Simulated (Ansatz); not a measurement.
Ba4Gd2Cd3S10 (Cmc2₁, No. 36; cell taken from a computed entry) was calculated with PBEsol in Ansatz (PAW).

Settings: plane-wave cutoff 520 eV, 8×8×2 k mesh (along the axes of the cell as run), Fermi–Dirac smearing 0.01 eV, spin-polarised start, scalar-relativistic PAW data made under PBE.

Cell (relaxed with PBEsol):

```cif
data_Ba16Cd12Gd8S40
_chemical_formula_sum 'Ba16 Gd8 Cd12 S40'
_space_group_name_H-M_alt 'Cmc21'
_space_group_IT_number 36
_space_group_name_Hall 'C 2c -2'
_cell_length_a 4.13455
_cell_length_b 17.79099
_cell_length_c 26.35164
_cell_angle_alpha 90.000
_cell_angle_beta 90.000
_cell_angle_gamma 90.000
loop_
_atom_site_label
_atom_site_type_symbol
_atom_site_symmetry_multiplicity
_atom_site_Wyckoff_symbol
_atom_site_fract_x
_atom_site_fract_y
_atom_site_fract_z
_atom_site_occupancy
Ba1 Ba 4 a 0.00000 0.42501 0.15660 1
Ba2 Ba 4 a 0.00000 0.40447 0.33862 1
Ba3 Ba 4 a 0.00000 0.16194 0.39157 1
Ba4 Ba 4 a 0.00000 0.16414 0.10972 1
Gd1 Gd 4 a 0.00000 0.08170 0.25367 1
Gd2 Gd 4 a 0.00000 0.49638 0.49957 1
Cd1 Cd 4 a 0.00000 0.21728 0.73186 1
Cd2 Cd 4 a 0.00000 0.16041 0.96144 1
Cd3 Cd 4 a 0.00000 0.15378 0.54413 1
S1 S 4 a 0.00000 0.57779 0.32172 1
S2 S 4 a 0.00000 0.65708 0.01825 1
S3 S 4 a 0.00000 0.23495 0.26972 1
S4 S 4 a 0.00000 0.59272 0.18344 1
S5 S 4 a 0.00000 0.07194 0.74681 1
S6 S 4 a 0.00000 0.20703 0.63194 1
S7 S 4 a 0.00000 0.21220 0.87663 1
S8 S 4 a 0.00000 0.00991 0.57133 1
S9 S 4 a 0.00000 0.01641 0.93172 1
S10 S 4 a 0.00000 0.65262 0.48945 1
```
(The calculation used a cell of 38 atoms; values per cell refer to that cell.)

Q: Estimate the band gap that the calculation returns.

A: 
- band gap = 1.49 eV

Note: the magnetic order was assumed, not searched for or taken from measurement; the 4f shell is treated without U or exact exchange, so its levels and filling can be wrong.

Spin–orbit coupling is not included.

Computed values are for the static lattice.

Ansatz is a first-principles code.
